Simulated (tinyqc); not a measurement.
G0W0 on RHF in the sto-3g basis, for H2O, spin multiplicity 1, step by step. One step of it, computed by the program tinyqc.

Task: Screening: direct RPA. With D = e_a - e_i and K = (ia|jb): diagonalise D^(1/2) (D + 4K) D^(1/2) = Z w^2 Z^T; X + Y = D^(1/2) Z w^(-1/2), each column of Z with its largest component positive (the first on a tie); E_c = (sum w - tr (D + 2K)) / 2.

orbital energies (hartree): [-20.255044, -1.272828, -0.592358, -0.475051, -0.396959, 0.606419, 0.699891]

Two-electron integrals over orbitals (pq|rs), unique and non-zero (hartree):
```
(11|11) 4.744917    (21|11) -0.415923   (21|21) 0.058023    (22|11) 1.003959
(22|21) -0.012744   (22|22) 0.730482    (31|31) 0.011438    (32|31) 0.018079
(32|32) 0.142228    (33|11) 0.806275    (33|21) -0.004490   (33|22) 0.648061
(33|33) 0.634183    (41|11) 0.193577    (41|21) -0.023825   (41|22) 0.016528
(41|33) 0.006764    (41|41) 0.027714    (42|11) -0.138892   (42|21) 0.009575
(42|22) 0.002454    (42|33) 0.005352    (42|41) 0.017171    (42|42) 0.123243
(43|31) -0.004005   (43|32) 0.018262    (43|43) 0.049524    (44|11) 0.980028
(44|21) -0.013404   (44|22) 0.666871    (44|33) 0.596397    (44|41) -0.010429
(44|42) -0.102014   (44|44) 0.761806    (51|51) 0.026030    (52|51) 0.032384
(52|52) 0.144027    (53|53) 0.029069    (54|51) -0.014158   (54|52) -0.049540
(54|54) 0.056421    (55|11) 1.115341    (55|21) -0.011675   (55|22) 0.746918
(55|33) 0.631225    (55|41) 0.005425    (55|42) -0.074426   (55|44) 0.718779
(55|55) 0.880159    (61|11) -0.226155   (61|21) 0.034397    (61|22) 0.000627
(61|33) 0.000740    (61|41) -0.000214   (61|42) 0.020996    (61|44) -0.019680
(61|55) -0.005893   (61|61) 0.031223    (62|11) 0.303726    (62|21) -0.006053
(62|22) 0.144273    (62|33) 0.080338    (62|41) 0.018981    (62|42) 0.019848
(62|44) 0.079010    (62|55) 0.156536    (62|61) 0.008807    (62|62) 0.103174
(63|31) 0.003630    (63|32) -0.031923   (63|43) -0.027638   (63|63) 0.064308
(64|11) 0.233026    (64|21) -0.002814   (64|22) 0.097312    (64|33) 0.046357
(64|41) 0.000475    (64|42) -0.045031   (64|44) 0.128046    (64|55) 0.124508
(64|61) -0.002101   (64|62) 0.058322    (64|64) 0.078489    (65|51) 0.014917
(65|52) 0.056498    (65|54) -0.000749   (65|65) 0.037977    (66|11) 0.822399
(66|21) -0.007121   (66|22) 0.623623    (66|33) 0.575399    (66|41) 0.020882
(66|42) 0.054229    (66|44) 0.556502    (66|55) 0.597499    (66|61) 0.009457
(66|62) 0.102686    (66|64) 0.046334    (66|66) 0.606261    (71|31) 0.015103
(71|32) 0.022350    (71|43) -0.005441   (71|63) 0.004232    (71|71) 0.019992
(72|31) 0.013820    (72|32) 0.039159    (72|43) -0.037048   (72|63) 0.035669
(72|71) 0.017341    (72|72) 0.061559    (73|11) 0.359055    (73|21) -0.007494
(73|22) 0.133833    (73|33) 0.089667    (73|41) -0.000830   (73|42) -0.082820
(73|44) 0.151203    (73|55) 0.188578    (73|61) -0.007179   (73|62) 0.074719
(73|64) 0.086651    (73|66) 0.039182    (73|73) 0.156363    (74|31) -0.010083
(74|32) -0.080076   (74|43) -0.000306   (74|63) 0.043678    (74|71) -0.013110
(74|72) -0.014915   (74|74) 0.072844    (75|53) 0.023504    (75|75) 0.023529
(76|31) 0.008665    (76|32) 0.093089    (76|43) 0.048813    (76|63) -0.056818
(76|71) 0.010869    (76|72) -0.012964   (76|74) -0.059416   (76|76) 0.110044
(77|11) 0.847855    (77|21) -0.008710   (77|22) 0.619809    (77|33) 0.608774
(77|41) 0.004537    (77|42) -0.009837   (77|44) 0.598128    (77|55) 0.616235
(77|61) -0.004150   (77|62) 0.066137    (77|64) 0.039649    (77|66) 0.569674
(77|73) 0.082324    (77|77) 0.613061
```

Give: D^(1/2) (D + 4K) D^(1/2); excitation energies w; X + Y; RPA correlation energy.

Result:

D^(1/2) (D + 4K) D^(1/2) (hartree^2), order 1>6, 1>7, 2>6, 2>7, 3>6, 3>7, 4>6, 4>7, 5>6, 5>7:
```
[[437.8060, 0.0000, 0.2206, 0.0000, 0.0000, -0.1491, -0.0399, 0.0000, 0.0000, 0.0000],
 [0.0000, 440.7850, 0.0000, 0.4460, 0.0848, 0.0000, 0.0000, -0.2602, 0.0000, 0.0000],
 [0.2206, 0.0000, 4.3071, 0.0000, 0.0000, 0.4658, 0.3326, 0.0000, 0.0000, 0.0000],
 [0.0000, 0.4460, 0.0000, 4.3774, 0.2194, 0.0000, 0.0000, -0.0908, 0.0000, 0.0000],
 [0.0000, 0.0848, 0.0000, 0.2194, 1.7454, 0.0000, 0.0000, 0.2073, 0.0000, 0.0000],
 [-0.1491, 0.0000, 0.4658, 0.0000, 0.0000, 2.4781, 0.4097, 0.0000, 0.0000, 0.0000],
 [-0.0399, 0.0000, 0.3326, 0.0000, 0.0000, 0.4097, 1.5091, 0.0000, 0.0000, 0.0000],
 [0.0000, -0.2602, 0.0000, -0.0908, 0.2073, 0.0000, 0.0000, 1.7228, 0.0000, 0.0000],
 [0.0000, 0.0000, 0.0000, 0.0000, 0.0000, 0.0000, 0.0000, 0.0000, 1.1592, 0.0000],
 [0.0000, 0.0000, 0.0000, 0.0000, 0.0000, 0.0000, 0.0000, 0.0000, 0.0000, 1.3063]]
```

excitation energies w (hartree): [1.0767, 1.1429, 1.1621, 1.2288, 1.3921, 1.5699, 2.0969, 2.1164, 20.9238, 20.9949]

X + Y, order 1>6, 1>7, 2>6, 2>7, 3>6, 3>7, 4>6, 4>7, 5>6, 5>7:
```
[[0.0000, 0.0000, 0.0000, 0.0000, 0.0000, 0.0018, 0.0000, -0.0012, 0.9985, 0.0000],
 [0.0000, 0.0000, 0.0000, 0.0020, 0.0012, 0.0000, -0.0033, 0.0000, 0.0000, 0.9990],
 [0.0000, 0.0000, -0.0711, 0.0000, 0.0000, -0.3104, 0.0000, 0.9021, 0.0002, 0.0000],
 [0.0000, 0.0000, 0.0000, 0.0961, -0.0452, 0.0000, 0.9664, 0.0000, 0.0000, 0.0003],
 [0.0000, 0.0000, 0.0000, -0.6892, 0.6605, 0.0000, 0.0607, 0.0000, 0.0000, 0.0000],
 [0.0000, 0.0000, -0.3380, 0.0000, 0.0000, 0.8284, 0.0000, 0.1969, -0.0001, 0.0000],
 [0.0000, 0.0000, 0.9122, 0.0000, 0.0000, 0.2430, 0.0000, 0.1015, 0.0000, 0.0000],
 [0.0000, 0.0000, 0.0000, 0.6965, 0.6443, 0.0000, -0.0206, 0.0000, 0.0000, -0.0001],
 [0.9654, 0.0000, 0.0000, 0.0000, 0.0000, 0.0000, 0.0000, 0.0000, 0.0000, 0.0000],
 [0.0000, 0.9796, 0.0000, 0.0000, 0.0000, 0.0000, 0.0000, 0.0000, 0.0000, 0.0000]]
```

RPA correlation energy = -0.055186 hartree
